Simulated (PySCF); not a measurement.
PH3: calculation against experiment

**Experimental background.**

NIST CCCBDB Release 22 (SRD 101), experimental dipoles lists, for the gas: dipole moment (microwave Stark effect) 0.58 D.

How close the calculation comes is told at the end.

Species: PH3.
SMILES with atom numbers: `[PH3:1]` (hydrogens: H2, H3, H4 on P1)

Cartesian coordinates in Å at the PBE0-D3(BJ)/def2-SVP level; atoms count from 1:
```
atom  x, y, z in Å
P1     0.0256   -0.0410    0.4763
H2    -0.5990    1.0211   -0.2472
H3     1.1993   -0.0042   -0.3374
H4    -0.5896   -1.0495   -0.3272
```

The PySCF runs (gas phase, on this PBE0-D3(BJ)/def2-SVP geometry; no spin–orbit coupling):

| level | job | basis functions | wall time |
| --- | --- | --- | --- |
| PBE0-D3(BJ)/def2-SVP, grid level 1 | geometry optimisation from a GFN2-xTB start shaken at random | 33 | 0.86 s |

Hardware: Intel Xeon 6975P-C, one thread (shared host).

**Comparison with experiment**

**Dipole moment.** Measured: 0.58 D (NIST CCCBDB Release 22 (SRD 101), experimental dipoles).

| level | computed (D) | computed − measured (D) | % (from the printed values) |
| --- | --- | --- | --- |
| PBE0-D3(BJ)/def2-SVP | 0.91 | +0.33 | +57 |

The computed dipoles belong to one fixed geometry; measured ones are averaged over vibrations unless marked μe. Magnitudes are compared, not signs.

The geometry is computed, not the measured one. Where a level misses, the cause wasn't examined.
